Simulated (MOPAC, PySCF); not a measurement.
CH₄, SMILES `C`, neutral singlet in the gas phase. 

Z-matrix (Å, degrees):
```
C
H 1 1.0907
H 1 1.0907 2 109.47
H 1 1.0907 2 109.47 3 120.00
H 1 1.0907 2 109.47 4 120.00
```
Charge 0, spin multiplicity 1.

All levels are single points at this geometry (ωB97X-D3(BJ)/def2-TZVPD); Pople sets use spherical d functions. Orbital energies aren't observables, and empty levels follow the basis.

PM7 in MOPAC gives HOMO (eV) = -13.69.

Estimate the HOMO (eV) from each of these levels: ωB97X-D3(BJ)/def2-TZVPD in PySCF; B3LYP/3-21G in PySCF; B3LYP/6-31G* in PySCF; M06-2X/6-31G* in PySCF; PM3 in MOPAC.


| level | HOMO (eV) |
|---|---|
| ωB97X-D3(BJ)/def2-TZVPD in PySCF | -13.66 |
| B3LYP/3-21G in PySCF | -10.59 |
| B3LYP/6-31G* in PySCF | -10.60 |
| M06-2X/6-31G* in PySCF | -12.32 |
| PM3 in MOPAC | -13.63 |
